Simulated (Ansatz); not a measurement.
# CH5BSi (SMILES B=[SiH]C): functionals against CCSD(T) at one geometry

An exercise on one series of results from a longer session: the logs are not shown, and one member is left open.

Computed with Ansatz 0.2.0, Gaussian basis. Level: single points in def2-TZVPP.

Cores are frozen in the correlated methods.

### The system as given

SMILES `B=[SiH]C`, 8 atoms, charge 0, spin multiplicity 1.

Atoms are counted from 1 here; the program's logs count them from 0.

Bond lengths: B1–Si2 1.855 Å, B1–H4 1.242 Å, Si2–C3 1.948 Å, Si2–H5 1.467 Å, C3–H6 1.135 Å, C3–H7 1.029 Å, C3–H8 1.155 Å. Angles: Si2–B1–H4 167.7°, B1–Si2–C3 123.0°, B1–Si2–H5 132.0°, C3–Si2–H5 104.7°, Si2–C3–H6 115.7°, Si2–C3–H7 118.5°, Si2–C3–H8 105.1°, H6–C3–H7 104.8°, H6–C3–H8 98.6°, H7–C3–H8 112.6°.

As a file:

| atom | x (Å) | y (Å) | z (Å) |
| --- | --- | --- | --- |
| B1 | -1.7794 | 0.6474 | -0.9775 |
| Si2 | 0.0069 | 0.6850 | -0.4774 |
| C3 | 0.8048 | -0.6406 | 0.7058 |
| H4 | -2.8875 | 0.4623 | -1.5070 |
| H5 | 1.0661 | 1.6771 | -0.6936 |
| H6 | 0.9466 | -0.3157 | 1.7840 |
| H7 | 1.7062 | -1.0583 | 0.4372 |
| H8 | -0.0206 | -1.4319 | 0.8702 |

The first run:

Input file run/in.yaml:

```yaml
crystal:
  periodic: [false, false, false]
  atoms:
    - {symbol: B, position_ang: [-1.779400, 0.647400, -0.977500]}
    - {symbol: Si, position_ang: [0.006900, 0.685000, -0.477400]}
    - {symbol: C, position_ang: [0.804800, -0.640600, 0.705800]}
    - {symbol: H, position_ang: [-2.887500, 0.462300, -1.507000]}
    - {symbol: H, position_ang: [1.066100, 1.677100, -0.693600]}
    - {symbol: H, position_ang: [0.946600, -0.315700, 1.784000]}
    - {symbol: H, position_ang: [1.706200, -1.058300, 0.437200]}
    - {symbol: H, position_ang: [-0.020600, -1.431900, 0.870200]}
basis:
  gaussian: {orbitals: def2-TZVPP}
correlation: {method: ccsd_t}
output: {forces: true}
```

The command line of these runs was not kept.

Steps of the session up to this table: CCSD(T)/def2-TZVPP; PBE0-D4/def2-TZVPP; wB97M-V/def2-TZVPP; r2SCAN-D4/def2-TZVPP; PBE-D4/def2-TZVPP; wB97X-V/def2-TZVPP; BHLYP-D4/def2-TZVPP.

One of the session's tables, all rows but one given; the rest of the session is left out.

```
   method  RMS force component (eV/Å)  angle to CCSD(T) forces (°)  dipole (D)
  CCSD(T)                       1.290                    reference        0.53
  PBE0-D4                       1.296                          5.1        0.68
  wB97M-V                       1.281                          6.5        0.64
r2SCAN-D4                       1.284                          3.8        0.73
   PBE-D4                           ?                            ?           ?
  wB97X-V                       1.299                          6.9        0.65
 BHLYP-D4                       1.322                          7.5        0.61
```

Estimate the missing values for PBE-D4.

**Answer.** RMS force component (eV/Å): 1.259; angle to CCSD(T) forces (°): 6.3; dipole (D): 0.76. In the column «RMS force component (eV/Å)» it is the lowest.
